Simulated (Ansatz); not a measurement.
I need a single point in a Gaussian basis of C₄H₉FN (charge +1), SMILES [NH3+][C@H]1C[C@@H](F)C1. Use Ansatz 0.2.0 through its Python package. Use: Hartree-Fock, cc-pVDZ basis, multiplicity 1.

Contents of `c4h9fn.xyz`:
```text
15

N    -1.76240   -0.14200    0.19500
C    -0.48300    0.39420   -0.28660
C     0.54470    0.63550    0.83360
C     1.61830    0.03880   -0.10710
F     2.51770   -0.77100    0.48610
C     0.46520   -0.68230   -0.84480
H    -1.64570   -0.94980    0.82370
H    -2.36330   -0.45670   -0.57980
H    -2.30190    0.56220    0.71790
H    -0.61880    1.25280   -0.95430
H     0.69850    1.68140    1.11310
H     0.38980    0.04540    1.74450
H     2.10220    0.80220   -0.72950
H     0.55410   -0.71130   -1.93420
H     0.28450   -1.69950   -0.47770
```

`c4h9fn_energy.py`
```python
# -*- coding: utf-8 -*-
import sys

import ansatz as az

BASIS = "cc-pVDZ"
FUNCTIONAL = "HF"
CHARGE = 1


def main():
    c4h9fn = az.Crystal.molecule_from_extxyz("c4h9fn.xyz")

    setup = c4h9fn.calculation()
    setup = setup.basis(gaussian=BASIS).functional(FUNCTIONAL)
    setup = setup.charge(CHARGE)
    try:
        data = setup.run().report
    except az.AnsatzError as error:
        sys.exit(f"{type(error).__name__}: {error}")

    for key in ("converged", "free_energy_ev", "reference_energy_ev", "n_frozen", "n_occupied", "n_virtual"):
        print(f"{key:22s} {data[key]}")


if __name__ == "__main__":
    main()
```

```console
$ python c4h9fn_energy.py
converged              True
free_energy_ev         -8445.25712472285
reference_energy_ev    -8445.25712472285
n_frozen               0
n_occupied             [24, 24]
n_virtual              [105, 105]
```

Caveats:
- Total energies depend on the basis set; only differences at equal settings carry meaning.
- The geometry is a force-field or estimated start, not a minimum of this method, and the basis set is short of its limit.
- Timing: 1.5 s on 1 thread of Arm Neoverse V2 (shared host), peak memory 0.31 GiB.
